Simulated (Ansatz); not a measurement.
**SiNH2F (SMILES N[Si]F) at 6 levels**

Aim: a comparison of 6 runs (PBE/STO-3G, PBE0/STO-3G, UPBE0/STO-3G, r2SCAN/STO-3G, UMP2/STO-3G, FCI/STO-3G) of SiNH2F. 

The calculation is run with Ansatz 0.2.0.

69 further runs of the same task are left out: 69 set aside as unsound or not needed.

### 1 The system as given

SiNH2F: 5 atoms, total charge 0, spin state singlet. SMILES: `N[Si]F`. The H4–N1 distance was set to 2.021 Å, away from the relaxed value. At this shape a bond of the SMILES string is far longer than usual.

Bond lengths: N1–Si2 1.702 Å, Si2–F3 1.622 Å, N1–H5 1.008 Å. Angles: N1–Si2–F3 98.5°, Si2–N1–H5 122.2°.

### 2 A single-point energy at PBE/STO-3G (run 1)

input.yaml reads:

```yaml
crystal:
  periodic: [false, false, false]
  atoms:
    - {symbol: "N", position_ang: [-0.927984, -0.629373, -0.241303]}
    - {symbol: Si, position_ang: [-0.370584, -2.003073, 0.594897]}
    - {symbol: F, position_ang: [1.058716, -1.418273, 1.091297]}
    - {symbol: H, position_ang: [0.085400, 1.109600, -0.420900]}
    - {symbol: H, position_ang: [-1.822384, -0.610373, -0.706203]}
basis:
  gaussian:
    orbitals: STO-3G
accuracy: high
hamiltonian:
  xc: pbe
```

On the command line:

```bash
$ ansatz run input.yaml --threads 1 --pin off --max-ram 2610MiB --events-out events.jsonl --progress --plain --runs-dir runs
```

Output:

```text
Warning: RAYON_NUM_THREADS=1 ignored (pool sized by the plan → 1); use --threads N
Functional definition: PBE
  name "PBE"
  parameter kappa = 0.804
  parameter beta = 0.06672455060314922
  exchange = pbe_x(kappa = kappa, mu = beta*pi^2/3)
  correlation = pbe_c(beta = beta)
381 factors; integrals over basis functions are off by at most 3.7e-8 eV
mean field evaluation 1: about -11944.9633 eV, gradient 4.3e1 eV
mean field evaluation 2: about -11869.3517 eV, gradient 1.5e2 eV
mean field evaluation 4: about -11945.3084 eV, gradient 3.7e1 eV
mean field evaluation 8: about -11952.8536 eV, gradient 3.8e0 eV
mean field evaluation 16: about -11952.8918 eV, gradient 1.0e-3 eV
mean field -11952.89183840 eV, -439.2606731003 hartree, gradient 9.8e-8 eV, S^2 0.000000; 0 other end points of the search recorded, 0 dependent functions left out
reference -11952.89184025 eV, -439.2606731679 hartree; 16, 16 occupied and 5, 5 virtual orbitals, 381 factors
Total energy: -11952.89184025 eV, -439.2606731679 hartree
```

Wall time 1.2 s (1 thread of Arm Neoverse V1, shared host); peak memory 0.095 GiB.

### 3 A single-point energy at PBE0/STO-3G (run 2)

molecule.yaml reads:

```yaml
crystal:
  periodic: [false, false, false]
  atoms:
    - symbol: N
      position_ang: [-0.927984, -0.629373, -0.241303]
    - symbol: Si
      position_ang: [-0.370584, -2.003073, 0.594897]
    - symbol: F
      position_ang: [1.058716, -1.418273, 1.091297]
    - symbol: H
      position_ang: [0.085400, 1.109600, -0.420900]
    - symbol: H
      position_ang: [-1.822384, -0.610373, -0.706203]
basis:
  gaussian: {orbitals: STO-3G}
hamiltonian: {xc: pbe0}
accuracy: high
```

On the command line:

```bash
$ ansatz run molecule.yaml --threads 1 --pin off --max-ram 2610MiB --events-out events.jsonl --progress --plain --runs-dir runs
```

Output:

```text
Warning: RAYON_NUM_THREADS=1 ignored (pool sized by the plan → 1); use --threads N
Functional definition: PBE0
  name "PBE0"
  parameter a = 0.25
[... 2 set-up lines as earlier in the session ...]
  exchange = (1 - a)*pbe_x(kappa = kappa, mu = beta*pi^2/3) + a*exact_x
[... 1 set-up line as earlier in the session ...]
381 factors; integrals over basis functions are off by at most 3.7e-8 eV
mean field evaluation 1: about -11949.5500 eV, gradient 3.3e1 eV
mean field evaluation 2: about -11930.6368 eV, gradient 8.3e1 eV
mean field evaluation 4: about -11953.5473 eV, gradient 8.3e0 eV
mean field evaluation 8: about -11953.8552 eV, gradient 1.8e-1 eV
mean field evaluation 16: about -11953.8554 eV, gradient 1.8e-6 eV
mean field -11953.85541877 eV, -439.2960840255 hartree, gradient 2.0e-8 eV, S^2 0.000000; 0 other end points of the search recorded, 0 dependent functions left out
reference -11953.85542015 eV, -439.2960840764 hartree; 16, 16 occupied and 5, 5 virtual orbitals, 381 factors
Total energy: -11953.85542015 eV, -439.2960840764 hartree
```

Wall time 1.2 s (1 thread of Arm Neoverse V1, shared host); peak memory 0.096 GiB.

Runs 3 to 5 aren't shown in full; the table further down has their settings and results.

### 4 The energy at FCI/STO-3G (run 6)

run.yaml reads:

```yaml
crystal:
  periodic: [false, false, false]
  atoms:
    - {symbol: "N", position_ang: [-0.927984, -0.629373, -0.241303]}
    - {symbol: Si, position_ang: [-0.370584, -2.003073, 0.594897]}
    - {symbol: F, position_ang: [1.058716, -1.418273, 1.091297]}
    - {symbol: H, position_ang: [0.085400, 1.109600, -0.420900]}
    - {symbol: H, position_ang: [-1.822384, -0.610373, -0.706203]}
basis:
  gaussian: {orbitals: STO-3G}
correlation: {method: fci, frozen_orbitals: {F: 1, H: 0, "N": 1, Si: 5}}
accuracy: high
```

On the command line:

```bash
$ ansatz run run.yaml --threads 1 --pin off --max-ram 2610MiB --events-out events.jsonl --progress --plain --runs-dir runs
```

Output, cut to the lines that bear on the results:

```text
Warning: RAYON_NUM_THREADS=1 ignored (pool sized by the plan → 1); use --threads N
Functional definition: HF
  name "HF"
[...]
381 factors; integrals over basis functions are off by at most 3.7e-8 eV
[...]
mean field -11926.16307000 eV, -438.2784089788 hartree, gradient 2.3e-8 eV, S^2 0.000000; 2 other end points of the search recorded, 0 dependent functions left out; unrestricted orbitals would lower it
[...]
unrestricted determinant -11928.83355835 eV, -438.3765476154 hartree, S^2 0.9021
7 core orbitals not correlated: weight in the atoms' cores, before any rotation towards them, 1.000 or more for the frozen orbitals, at most 0.000 for the correlated occupied ones
reference -11926.16307000 eV, -438.2784089788 hartree; 9, 9 occupied and 5, 5 virtual orbitals, 381 factors
state -11932.70879130 eV, -438.5189597998 hartree
Total energy: -11932.70879130 eV, -438.5189597998 hartree
```

Wall time 27 s (1 thread of Arm Neoverse V1, shared host); peak memory 0.36 GiB.

### 5 All runs side by side

```tsv
run	level	frozen core orbitals	energy (Eh)	wall time
1	PBE/STO-3G	–	-439.260673	1.2 s
2	PBE0/STO-3G	–	-439.296084	1.2 s
3	UPBE0/STO-3G	–	-439.312740	5.4 s
4	r2SCAN/STO-3G	–	-439.500104	2.9 s
5	UMP2/STO-3G	7	-438.463215	0.44 s
6	FCI/STO-3G	7	-438.518960	27 s
```

### 6 Results

```
                                          quantity          value
                               run 6: total energy  -438.51896 Eh
run 6: correlation energy (7 core orbitals frozen)     -240.6 mEh
```

In words: Against full CI in this basis: UMP2 +55.7 mEh. Totals of different functionals can't be ranked against each other. In runs 1, 2, 3, 4, 5, 6 the basis is minimal, so the values are rough. In runs 1, 2, 4 a closed-shell determinant meets a far-stretched bond, which it describes badly. Spin contamination of the reference: run 5 ⟨S²⟩ = 0.90, run 3 ⟨S²⟩ = 0.68. Where it is this large, the reference is a mixture of spin states, and values that rest on it are in doubt. All runs together took 38 s, the longest 27 s.
